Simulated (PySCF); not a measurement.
Calculation: PySCF 2.14.0 with PBE-D3(BJ)/def2-TZVP // B3LYP-D3(BJ)/def2-TZVP. Isolated molecules, 0 K electronic values unless said otherwise. 

Reference species (SMILES): `B` (neutral, multiplicity 1).

| Item | Value |
|---|---|
| HOMO–LUMO gap | 5.44 eV |
| LUMO | -3.05 eV |

Changed species: `FB(F)F` (3 of 3 H replaced by F; the reference has 0 of 3 H replaced by F).

Question: What does the change do to the HOMO–LUMO gap and LUMO?

Answer: the HOMO–LUMO gap goes up by 4.17 eV, to 9.61 eV; the LUMO rises by 2.66 eV, to -0.39 eV.
